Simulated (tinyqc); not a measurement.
Inside a calculation (part 2 of 3). Method: UHF in the sto-6g basis, for LiH, spin multiplicity 3. Computed by tinyqc, a small Python program that keeps every step (integrals from PySCF). Command: `OMP_NUM_THREADS=1 python tinyqc.py 26968 26969 out.jsonl` (the two numbers bound the seeds that draw the settings). One thread of a shared host (Intel(R) Xeon(R) Processor @ 2.60GHz), about 0.2 s of CPU time with the checks.

Geometry (angstrom):
```
atom         x         y         z
Li    0.000000  0.000000  0.000000
H     0.000000  0.000000  2.951000
```

## Iteration 2: diagonalisation and new density

extrapolated F(alpha) (hartree), order 1Li 1s, 1Li 2s, 1Li 2px, 1Li 2py, 1Li 2pz, 2H 1s:
$$\begin{pmatrix}
-2.453434 & -0.616561 & 0.000000 & 0.000000 & 0.000057 & -0.009939 \\
-0.616561 & -0.341756 & 0.000000 & 0.000000 & -0.007855 & -0.101191 \\
0.000000 & 0.000000 & 0.108314 & 0.000000 & 0.000000 & 0.000000 \\
0.000000 & 0.000000 & 0.000000 & 0.108314 & 0.000000 & 0.000000 \\
0.000057 & -0.007855 & 0.000000 & 0.000000 & 0.136250 & -0.177043 \\
-0.009939 & -0.101191 & 0.000000 & 0.000000 & -0.177043 & -0.520577
\end{pmatrix}$$

extrapolated F(beta) (hartree), order 1Li 1s, 1Li 2s, 1Li 2px, 1Li 2py, 1Li 2pz, 2H 1s:
$$\begin{pmatrix}
-2.416945 & -0.634343 & 0.000000 & 0.000000 & 0.000426 & -0.009640 \\
-0.634343 & -0.089111 & 0.000000 & 0.000000 & 0.012890 & -0.012359 \\
0.000000 & 0.000000 & 0.166148 & 0.000000 & 0.000000 & 0.000000 \\
0.000000 & 0.000000 & 0.000000 & 0.166148 & 0.000000 & 0.000000 \\
0.000426 & 0.012890 & 0.000000 & 0.000000 & 0.163814 & -0.008002 \\
-0.009640 & -0.012359 & 0.000000 & 0.000000 & -0.008002 & 0.415843
\end{pmatrix}$$

X, order 1Li 1s, 1Li 2s, 1Li 2px, 1Li 2py, 1Li 2pz, 2H 1s:
$$\begin{pmatrix}
1.021961 & -0.123429 & 0.000000 & 0.000000 & -0.001883 & 0.010899 \\
-0.123429 & 1.029071 & 0.000000 & 0.000000 & 0.010878 & -0.070715 \\
0.000000 & 0.000000 & 1.000000 & 0.000000 & 0.000000 & 0.000000 \\
0.000000 & 0.000000 & 0.000000 & 1.000000 & 0.000000 & 0.000000 \\
-0.001883 & 0.010878 & 0.000000 & 0.000000 & 1.016112 & -0.105297 \\
0.010899 & -0.070715 & 0.000000 & 0.000000 & -0.105297 & 1.023160
\end{pmatrix}$$

Diagonalise F' = X^T F X, C = X C', fill 3 alpha and 1 beta electrons from the bottom; D(s) = C_occ C_occ^T. Each column has its largest component positive (the first on a tie).

F' = X^T F X (alpha) (hartree):
$$\begin{pmatrix}
-2.412044 & -0.305833 & 0.000000 & 0.000000 & -0.002689 & 0.012197 \\
-0.305833 & -0.230602 & 0.000000 & 0.000000 & 0.010871 & -0.054836 \\
0.000000 & 0.000000 & 0.108314 & 0.000000 & 0.000000 & 0.000000 \\
0.000000 & 0.000000 & 0.000000 & 0.108314 & 0.000000 & 0.000000 \\
-0.002689 & 0.010871 & 0.000000 & 0.000000 & 0.172819 & -0.145635 \\
0.012197 & -0.054836 & 0.000000 & 0.000000 & -0.145635 & -0.492057
\end{pmatrix}$$

orbital energies (alpha) (hartree): MO1 -2.454121, MO2 -0.530626, MO3 -0.181744, MO4 0.108314, MO5 0.108314, MO6 0.204607

coefficients C (alpha), order 1Li 1s, 1Li 2s, 1Li 2px, 1Li 2py, 1Li 2pz, 2H 1s:
$$\begin{pmatrix}
0.995597 & -0.027390 & -0.259618 & 0.000000 & 0.000000 & -0.019912 \\
0.018052 & 0.091264 & 1.031258 & 0.000000 & 0.000000 & 0.084822 \\
0.000000 & 0.000000 & 0.000000 & -0.700555 & 0.713599 & 0.000000 \\
0.000000 & 0.000000 & 0.000000 & 0.713599 & 0.700555 & 0.000000 \\
0.000188 & 0.100977 & -0.063375 & 0.000000 & 0.000000 & 1.014633 \\
-0.001250 & 0.959020 & -0.201632 & 0.000000 & 0.000000 & -0.320447
\end{pmatrix}$$

F' = X^T F X (beta) (hartree):
$$\begin{pmatrix}
-2.365720 & -0.360492 & 0.000000 & 0.000000 & -0.003608 & 0.015304 \\
-0.360492 & 0.033985 & 0.000000 & 0.000000 & 0.020662 & -0.046590 \\
0.000000 & 0.000000 & 0.166148 & 0.000000 & 0.000000 & 0.000000 \\
0.000000 & 0.000000 & 0.000000 & 0.166148 & 0.000000 & 0.000000 \\
-0.003608 & 0.020662 & 0.000000 & 0.000000 & 0.175773 & -0.071913 \\
0.015304 & -0.046590 & 0.000000 & 0.000000 & -0.071913 & 0.440878
\end{pmatrix}$$

orbital energies (beta) (hartree): MO1 -2.418729, MO2 0.078954, MO3 0.158408, MO4 0.166148, MO5 0.166148, MO6 0.466284

coefficients C (beta), order 1Li 1s, 1Li 2s, 1Li 2px, 1Li 2py, 1Li 2pz, 2H 1s:
$$\begin{pmatrix}
0.993129 & -0.264952 & -0.026554 & 0.000000 & 0.000000 & 0.050520 \\
0.027675 & 1.011907 & 0.099997 & 0.000000 & 0.000000 & -0.211237 \\
0.000000 & 0.000000 & 0.000000 & -0.427307 & 0.904107 & 0.000000 \\
0.000000 & 0.000000 & 0.000000 & 0.904107 & 0.427307 & 0.000000 \\
0.000165 & -0.138008 & 0.948406 & 0.000000 & 0.000000 & -0.353796 \\
-0.002501 & 0.050786 & 0.159661 & 0.000000 & 0.000000 & 1.017343
\end{pmatrix}$$

D(alpha) after iteration 2, order 1Li 1s, 1Li 2s, 1Li 2px, 1Li 2py, 1Li 2pz, 2H 1s:
$$\begin{pmatrix}
1.059365 & -0.252260 & 0.000000 & 0.000000 & 0.013874 & 0.024836 \\
-0.252260 & 1.072147 & 0.000000 & 0.000000 & -0.056137 & -0.120433 \\
0.000000 & 0.000000 & 0.000000 & 0.000000 & 0.000000 & 0.000000 \\
0.000000 & 0.000000 & 0.000000 & 0.000000 & 0.000000 & 0.000000 \\
0.013874 & -0.056137 & 0.000000 & 0.000000 & 0.014213 & 0.109617 \\
0.024836 & -0.120433 & 0.000000 & 0.000000 & 0.109617 & 0.960377
\end{pmatrix}$$

D(beta) after iteration 2, order 1Li 1s, 1Li 2s, 1Li 2px, 1Li 2py, 1Li 2pz, 2H 1s:
$$\begin{pmatrix}
0.986305 & 0.027484 & 0.000000 & 0.000000 & 0.000164 & -0.002484 \\
0.027484 & 0.000766 & 0.000000 & 0.000000 & 0.000005 & -0.000069 \\
0.000000 & 0.000000 & 0.000000 & 0.000000 & 0.000000 & 0.000000 \\
0.000000 & 0.000000 & 0.000000 & 0.000000 & 0.000000 & 0.000000 \\
0.000164 & 0.000005 & 0.000000 & 0.000000 & 0.000000 & 0.000000 \\
-0.002484 & -0.000069 & 0.000000 & 0.000000 & 0.000000 & 0.000006
\end{pmatrix}$$

Within a degenerate level the vectors are fixed only up to a rotation; this is one choice.

## Iteration 3: building the Fock matrix

core Hamiltonian H = T + V (hartree), order 1Li 1s, 1Li 2s, 1Li 2px, 1Li 2py, 1Li 2pz, 2H 1s:
$$\begin{pmatrix}
-4.629723 & -0.981358 & 0.000000 & 0.000000 & -0.005005 & -0.014217 \\
-0.981358 & -1.271476 & 0.000000 & 0.000000 & -0.055581 & -0.173885 \\
0.000000 & 0.000000 & -1.045910 & 0.000000 & 0.000000 & 0.000000 \\
0.000000 & 0.000000 & 0.000000 & -1.045910 & 0.000000 & 0.000000 \\
-0.005005 & -0.055581 & 0.000000 & 0.000000 & -1.081991 & -0.259468 \\
-0.014217 & -0.173885 & 0.000000 & 0.000000 & -0.259468 & -1.008999
\end{pmatrix}$$

Two-electron integrals (ij|kl) in chemists' order, unique and non-zero (hartree):
```
(11|11) 1.681247   (21|11) 0.242603   (21|21) 0.044507   (22|11) 0.397190
(22|21) 0.090279   (22|22) 0.290625   (31|31) 0.009437   (32|31) 0.014261
(32|32) 0.064236   (33|11) 0.397190   (33|21) 0.090279   (33|22) 0.290625
(33|33) 0.313125   (41|41) 0.009437   (42|41) 0.014261   (42|42) 0.064236
(43|43) 0.016875   (44|11) 0.397190   (44|21) 0.090279   (44|22) 0.290625
(44|33) 0.279374   (44|44) 0.313125   (51|51) 0.009437   (52|51) 0.014261
(52|52) 0.064236   (53|53) 0.016875   (54|54) 0.016875   (55|11) 0.397190
(55|21) 0.090279   (55|22) 0.290625   (55|33) 0.279374   (55|44) 0.279374
(55|55) 0.313125   (61|11) 0.003304   (61|21) 0.000601   (61|22) 0.001263
(61|33) 0.001245   (61|44) 0.001245   (61|51) 0.000081   (61|52) 0.000177
(61|55) 0.001300   (61|61) 0.000009   (62|11) 0.030518   (62|21) 0.007151
(62|22) 0.028050   (62|33) 0.026451   (62|44) 0.026451   (62|51) 0.000994
(62|52) 0.008560   (62|55) 0.031249   (62|61) 0.000120   (62|62) 0.007345
(63|31) 0.000282   (63|32) 0.001828   (63|53) 0.000885   (63|63) 0.000247
(64|41) 0.000282   (64|42) 0.001828   (64|54) 0.000885   (64|64) 0.000247
(65|11) 0.045056   (65|21) 0.010591   (65|22) 0.042207   (65|33) 0.039551
(65|44) 0.039551   (65|51) 0.001561   (65|52) 0.013532   (65|55) 0.047517
(65|61) 0.000181   (65|62) 0.011690   (65|65) 0.018653   (66|11) 0.179319
(66|21) 0.042272   (66|22) 0.177209   (66|33) 0.165877   (66|44) 0.165877
(66|51) 0.005002   (66|52) 0.054321   (66|55) 0.199870   (66|61) 0.000703
(66|62) 0.065941   (66|65) 0.106825   (66|66) 0.774999
```

nuclear repulsion = 0.53796396 hartree

J_ij = sum D_kl (ij|kl) with D = D(alpha) + D(beta), K_ij = sum D_kl (ik|jl) for each spin; F = H + J - K(s); E = tr D H + tr D J / 2 - 0.5 sum_s tr D(s) K(s) + E_nn.

Coulomb J (hartree), order 1Li 1s, 1Li 2s, 1Li 2px, 1Li 2py, 1Li 2pz, 2H 1s:
$$\begin{pmatrix}
3.936894 & 0.615644 & 0.000000 & 0.000000 & 0.003574 & 0.008531 \\
0.615644 & 1.260618 & 0.000000 & 0.000000 & 0.046269 & 0.152949 \\
0.000000 & 0.000000 & 1.249378 & 0.000000 & 0.000000 & 0.000000 \\
0.000000 & 0.000000 & 0.000000 & 1.249378 & 0.000000 & 0.000000 \\
0.003574 & 0.046269 & 0.000000 & 0.000000 & 1.283097 & 0.235767 \\
0.008531 & 0.152949 & 0.000000 & 0.000000 & 0.235767 & 1.286692
\end{pmatrix}$$

exchange K(alpha) (hartree), order 1Li 1s, 1Li 2s, 1Li 2px, 1Li 2py, 1Li 2pz, 2H 1s:
$$\begin{pmatrix}
1.706554 & 0.242581 & 0.000000 & 0.000000 & 0.000084 & 0.003907 \\
0.242581 & 0.316637 & 0.000000 & 0.000000 & -0.008161 & 0.075471 \\
0.000000 & 0.000000 & 0.071918 & 0.000000 & 0.000000 & 0.000000 \\
0.000000 & 0.000000 & 0.000000 & 0.071918 & 0.000000 & 0.000000 \\
0.000084 & -0.008161 & 0.000000 & 0.000000 & 0.101272 & 0.125894 \\
0.003907 & 0.075471 & 0.000000 & 0.000000 & 0.125894 & 0.758643
\end{pmatrix}$$

exchange K(beta) (hartree), order 1Li 1s, 1Li 2s, 1Li 2px, 1Li 2py, 1Li 2pz, 2H 1s:
$$\begin{pmatrix}
1.671574 & 0.251411 & 0.000000 & 0.000000 & -0.000046 & 0.003678 \\
0.251411 & 0.049044 & 0.000000 & 0.000000 & -0.000013 & 0.000730 \\
0.000000 & 0.000000 & 0.010139 & 0.000000 & 0.000000 & 0.000000 \\
0.000000 & 0.000000 & 0.000000 & 0.010139 & 0.000000 & 0.000000 \\
-0.000046 & -0.000013 & 0.000000 & 0.000000 & 0.010131 & 0.000102 \\
0.003678 & 0.000730 & 0.000000 & 0.000000 & 0.000102 & 0.000013
\end{pmatrix}$$

F(alpha) (hartree), order 1Li 1s, 1Li 2s, 1Li 2px, 1Li 2py, 1Li 2pz, 2H 1s:
$$\begin{pmatrix}
-2.399384 & -0.608295 & 0.000000 & 0.000000 & -0.001515 & -0.009593 \\
-0.608295 & -0.327495 & 0.000000 & 0.000000 & -0.001151 & -0.096407 \\
0.000000 & 0.000000 & 0.131550 & 0.000000 & 0.000000 & 0.000000 \\
0.000000 & 0.000000 & 0.000000 & 0.131550 & 0.000000 & 0.000000 \\
-0.001515 & -0.001151 & 0.000000 & 0.000000 & 0.099834 & -0.149596 \\
-0.009593 & -0.096407 & 0.000000 & 0.000000 & -0.149596 & -0.480950
\end{pmatrix}$$

F(beta) (hartree), order 1Li 1s, 1Li 2s, 1Li 2px, 1Li 2py, 1Li 2pz, 2H 1s:
$$\begin{pmatrix}
-2.364404 & -0.617126 & 0.000000 & 0.000000 & -0.001385 & -0.009365 \\
-0.617126 & -0.059902 & 0.000000 & 0.000000 & -0.009298 & -0.021666 \\
0.000000 & 0.000000 & 0.193329 & 0.000000 & 0.000000 & 0.000000 \\
0.000000 & 0.000000 & 0.000000 & 0.193329 & 0.000000 & 0.000000 \\
-0.001385 & -0.009298 & 0.000000 & 0.000000 & 0.190975 & -0.023804 \\
-0.009365 & -0.021666 & 0.000000 & 0.000000 & -0.023804 & 0.277679
\end{pmatrix}$$

total energy of this density = -7.86715639 hartree

## Iteration 3: DIIS over 3 matrices

error matrix X^T (FDS - SDF) X (alpha):
$$\begin{pmatrix}
0.000000 & 0.000106 & 0.000000 & 0.000000 & 0.002996 & -0.000727 \\
-0.000106 & 0.000000 & 0.000000 & 0.000000 & -0.007733 & 0.002223 \\
0.000000 & 0.000000 & 0.000000 & 0.000000 & 0.000000 & 0.000000 \\
0.000000 & 0.000000 & 0.000000 & 0.000000 & 0.000000 & 0.000000 \\
-0.002996 & 0.007733 & 0.000000 & 0.000000 & 0.000000 & 0.009815 \\
0.000727 & -0.002223 & 0.000000 & 0.000000 & -0.009815 & 0.000000
\end{pmatrix}$$

B (overlaps of the stored error matrices):
$$\begin{pmatrix}
1.1669773e-01 & 4.3705315e-02 & 3.4536033e-03 \\
4.3705315e-02 & 1.9767144e-02 & 2.1021972e-03 \\
3.4536033e-03 & 2.1021972e-03 & 3.8877060e-04
\end{pmatrix}$$

Minimise |sum c_i e_i|^2 with sum c_i = 1: solve [B -1; -1 0][c; lambda] = [0; -1] with B_ij = tr e_i^T e_j summed over both spins, and take F = sum c_i F_i.

DIIS coefficients: [0.062953, -0.259506, 1.196553]

extrapolated F(alpha) (hartree), order 1Li 1s, 1Li 2s, 1Li 2px, 1Li 2py, 1Li 2pz, 2H 1s:
$$\begin{pmatrix}
-2.394010 & -0.607479 & 0.000000 & 0.000000 & -0.001730 & -0.009492 \\
-0.607479 & -0.325922 & 0.000000 & 0.000000 & 0.001101 & -0.095425 \\
0.000000 & 0.000000 & 0.133891 & 0.000000 & 0.000000 & 0.000000 \\
0.000000 & 0.000000 & 0.000000 & 0.133891 & 0.000000 & 0.000000 \\
-0.001730 & 0.001101 & 0.000000 & 0.000000 & 0.096881 & -0.144038 \\
-0.009492 & -0.095425 & 0.000000 & 0.000000 & -0.144038 & -0.477195
\end{pmatrix}$$

extrapolated F(beta) (hartree), order 1Li 1s, 1Li 2s, 1Li 2px, 1Li 2py, 1Li 2pz, 2H 1s:
$$\begin{pmatrix}
-2.359051 & -0.615439 & 0.000000 & 0.000000 & -0.001631 & -0.009344 \\
-0.615439 & -0.057028 & 0.000000 & 0.000000 & -0.012353 & -0.022698 \\
0.000000 & 0.000000 & 0.196033 & 0.000000 & 0.000000 & 0.000000 \\
0.000000 & 0.000000 & 0.000000 & 0.196033 & 0.000000 & 0.000000 \\
-0.001631 & -0.012353 & 0.000000 & 0.000000 & 0.193668 & -0.025538 \\
-0.009344 & -0.022698 & 0.000000 & 0.000000 & -0.025538 & 0.263817
\end{pmatrix}$$

## Iteration 3: diagonalisation and new density

As before.

F' = X^T F X (alpha) (hartree):
$$\begin{pmatrix}
-2.352022 & -0.305643 & 0.000000 & 0.000000 & -0.005275 & 0.012748 \\
-0.305643 & -0.215700 & 0.000000 & 0.000000 & 0.017477 & -0.053325 \\
0.000000 & 0.000000 & 0.133891 & 0.000000 & 0.000000 & 0.000000 \\
0.000000 & 0.000000 & 0.000000 & 0.133891 & 0.000000 & 0.000000 \\
-0.005275 & 0.017477 & 0.000000 & 0.000000 & 0.125783 & -0.111997 \\
0.012748 & -0.053325 & 0.000000 & 0.000000 & -0.111997 & -0.454805
\end{pmatrix}$$

orbital energies (alpha) (hartree): MO1 -2.394906, MO2 -0.483833, MO3 -0.167066, MO4 0.133891, MO5 0.133891, MO6 0.149063

coefficients C (alpha), order 1Li 1s, 1Li 2s, 1Li 2px, 1Li 2py, 1Li 2pz, 2H 1s:
$$\begin{pmatrix}
0.994896 & -0.029734 & -0.261261 & 0.000000 & 0.000000 & -0.028319 \\
0.020822 & 0.099479 & 1.027621 & 0.000000 & 0.000000 & 0.114049 \\
0.000000 & 0.000000 & 0.000000 & 0.776907 & 0.629616 & 0.000000 \\
0.000000 & 0.000000 & 0.000000 & -0.629616 & 0.776907 & 0.000000 \\
0.000931 & 0.076028 & -0.090874 & 0.000000 & 0.000000 & 1.014718 \\
-0.001823 & 0.964358 & -0.203352 & 0.000000 & 0.000000 & -0.302856
\end{pmatrix}$$

F' = X^T F X (beta) (hartree):
$$\begin{pmatrix}
-2.309522 & -0.351757 & 0.000000 & 0.000000 & -0.002765 & 0.014716 \\
-0.351757 & 0.064261 & 0.000000 & 0.000000 & -0.003558 & -0.046233 \\
0.000000 & 0.000000 & 0.196033 & 0.000000 & 0.000000 & 0.000000 \\
0.000000 & 0.000000 & 0.000000 & 0.196033 & 0.000000 & 0.000000 \\
-0.002765 & -0.003558 & 0.000000 & 0.000000 & 0.208140 & -0.075549 \\
0.014716 & -0.046233 & 0.000000 & 0.000000 & -0.075549 & 0.287107
\end{pmatrix}$$

orbital energies (beta) (hartree): MO1 -2.360578, MO2 0.097159, MO3 0.173493, MO4 0.196033, MO5 0.196033, MO6 0.339912

coefficients C (beta), order 1Li 1s, 1Li 2s, 1Li 2px, 1Li 2py, 1Li 2pz, 2H 1s:
$$\begin{pmatrix}
0.993630 & -0.241069 & 0.103351 & 0.000000 & 0.000000 & 0.060535 \\
0.025750 & 0.923289 & -0.406043 & 0.000000 & 0.000000 & -0.247681 \\
0.000000 & 0.000000 & 0.000000 & -0.648324 & 0.761365 & 0.000000 \\
0.000000 & 0.000000 & 0.000000 & 0.761365 & 0.648324 & 0.000000 \\
0.001205 & 0.228893 & 0.804584 & 0.000000 & 0.000000 & -0.586466 \\
-0.002515 & 0.244902 & 0.347222 & 0.000000 & 0.000000 & 0.939424
\end{pmatrix}$$

D(alpha) after iteration 3, order 1Li 1s, 1Li 2s, 1Li 2px, 1Li 2py, 1Li 2pz, 2H 1s:
$$\begin{pmatrix}
1.058959 & -0.250719 & 0.000000 & 0.000000 & 0.022408 & 0.022640 \\
-0.250719 & 1.066335 & 0.000000 & 0.000000 & -0.085801 & -0.113073 \\
0.000000 & 0.000000 & 0.000000 & 0.000000 & 0.000000 & 0.000000 \\
0.000000 & 0.000000 & 0.000000 & 0.000000 & 0.000000 & 0.000000 \\
0.022408 & -0.085801 & 0.000000 & 0.000000 & 0.014039 & 0.091796 \\
0.022640 & -0.113073 & 0.000000 & 0.000000 & 0.091796 & 0.971341
\end{pmatrix}$$

D(beta) after iteration 3, order 1Li 1s, 1Li 2s, 1Li 2px, 1Li 2py, 1Li 2pz, 2H 1s:
$$\begin{pmatrix}
0.987301 & 0.025586 & 0.000000 & 0.000000 & 0.001197 & -0.002499 \\
0.025586 & 0.000663 & 0.000000 & 0.000000 & 0.000031 & -0.000065 \\
0.000000 & 0.000000 & 0.000000 & 0.000000 & 0.000000 & 0.000000 \\
0.000000 & 0.000000 & 0.000000 & 0.000000 & 0.000000 & 0.000000 \\
0.001197 & 0.000031 & 0.000000 & 0.000000 & 0.000001 & -0.000003 \\
-0.002499 & -0.000065 & 0.000000 & 0.000000 & -0.000003 & 0.000006
\end{pmatrix}$$

Within a degenerate level the vectors are fixed only up to a rotation; this is one choice.
